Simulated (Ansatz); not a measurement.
# Relaxing Ba₂F

Theory: DFT PBE, scalar-relativistic, plane waves, PAW (Ansatz 0.2.0). Cutoff 420 eV, Γ-centred k mesh, Gaussian smearing, no spin polarisation in the final step.

Ba₂F was placed on the cubic Laves (C15) structure type (Fd-3m, No. 227), with F in place of Mg, Ba in place of Cu, at a guessed volume.

```
CELL_PARAMETERS angstrom
0.00000 4.42562 4.42562
4.42562 0.00000 4.42562
4.42562 4.42562 0.00000
ATOMIC_POSITIONS crystal
Ba 0.62500 0.62500 0.62500
Ba 0.12500 0.62500 0.62500
Ba 0.62500 0.62500 0.12500
Ba 0.62500 0.12500 0.62500
F 0.00000 0.00000 0.00000
F 0.25000 0.25000 0.25000
```

Cell and atoms relax at zero pressure; the relaxation can't lower the symmetry of the start. After a coarse first stage the cell is made exact in the group found at 0.06 Å.

Energies over the elements count from the elements' standard structures at the same level (F₂ as a molecule), with no empirical corrections.

(1) Describe the relaxed structure.

(2) What are its volume, energy, density and gap?

Answers

(1) It keeps Fd-3m (No. 227). The result has the cubic Laves (C15) structure. Conventional cell: a = 10.662 Å. Ba has 6 Ba at 3.77 Å and 6 F at 4.42 Å; F is coordinated by 12 Ba at 4.42 Å and 4 F at 4.62 Å.

```
Ba F
1.0
     0.00000    5.33084    5.33084
     5.33084    0.00000    5.33084
     5.33084    5.33084    0.00000
Ba F
4 2
Direct
  0.62500 0.62500 0.62500
  0.12500 0.62500 0.62500
  0.62500 0.62500 0.12500
  0.62500 0.12500 0.62500
  0.00000 0.00000 0.00000
  0.25000 0.25000 0.25000
```

(2) The volume per atom is 50.50 Å³. The density is 3.22 g/cm³, the energy over the elements is -0.39 eV/atom and the gap on the 6×6×6 mesh is 0 eV (a metal).

The final run used a 6×6×6 mesh on its 6-atom cell and 0.10 eV smearing. The k mesh leaves about 4 meV/atom of noise in metals. Symmetry constrained the relaxation, so the result can be a saddle point. The steps took about 70 core-seconds in all.

Cost: 3 runs of about 1.2 core-minutes in all, on Arm Neoverse V2 (shared hosts).